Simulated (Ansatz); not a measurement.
This Ansatz (an electronic-structure program) input (PBE0/cc-pVTZ) gives -95.77573 Eh with 130 basis functions. A basis named .json is the Basis Set Exchange file of that set (core-valence sets with the plain set on hydrogen).

Ansatz 0.2 input:
```yaml
crystal:
  periodic: [false, false, false]
  atoms:
    - {symbol: C, position_ang: [0.05421122, 0.70484056, 0.00025981]}
    - {symbol: N, position_ang: [0.04393301, -0.75753911, 0.00046505]}
    - {symbol: H, position_ang: [-0.93688026, 1.17928349, -0.00704903]}
    - {symbol: H, position_ang: [-0.44952413, -1.11274988, 0.81056760]}
    - {symbol: H, position_ang: [-0.43767370, -1.11306154, -0.81660260]}
    - {symbol: H, position_ang: [0.58924350, 1.06029739, 0.88241211]}
    - {symbol: H, position_ang: [0.60203622, 1.05996094, -0.87414231]}
basis:
  gaussian:
    orbitals: cc-pVTZ
    fitting: {mean_field: def2-SV_P_-JKFIT.json}
hamiltonian:
  xc: {name: PBE0}
magnetization: {spin_polarized: false}
```

Change:
```diff
- fitting: {mean_field: def2-SV_P_-JKFIT.json}
+ fitting: {mean_field: cc-pV5Z-JKFIT.json}
```

### Question
What does the run give now?

### Answer
-95.77569 Eh (PBE0/cc-pVTZ, 130 functions), a change of +0.04 mEh.
